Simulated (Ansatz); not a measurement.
For A-type hexagonal La2O3, LDA (plane waves, PAW; Ansatz, a quantum-chemistry and plane-wave program) gives:

| Item | Value |
|---|---|
| lattice constant a | 3.883 Å |
| c axis length | 5.951 Å |
| band gap at the measured cell (atoms relaxed with PBEsol) | 3.71 eV |

Question: What does PBE0 (Ansatz, plane waves, PAW) give for the same quantities?

Answer: 
- lattice constant a: 3.920 Å (grows by 1.0 %)
- lattice parameter c: 6.137 Å (rises by 3.1 %)
- band gap at the measured cell (atoms relaxed with PBEsol): 6.01 eV (increases by 2.30 eV)

For comparison: lattice constant a 3.934 Å (measured, 300 K, not corrected to a static lattice, our sources range from 3.934 to 3.940; as tabulated in Santana et al. (2016), arXiv:1608.06321); lattice parameter c 6.13 Å (measured, temperature not stated, not corrected to a static lattice; as tabulated in Rustad et al. (2011), arXiv:1107.4261).

Changes are worked out from the printed values.

Unless a cell is named, each level is at its own relaxed cell (LDA 15.54, PBE0 16.34 Å³/atom).

Spin–orbit coupling is included only where a level's name says +SOC; with heavier elements it mostly lowers gaps and can invert bands. Density-functional gaps are differences of (generalised) Kohn–Sham levels.

Ansatz's density-functional and Hartree–Fock values are scalar-relativistic unless marked +SOC, with PAW data made under PBE.
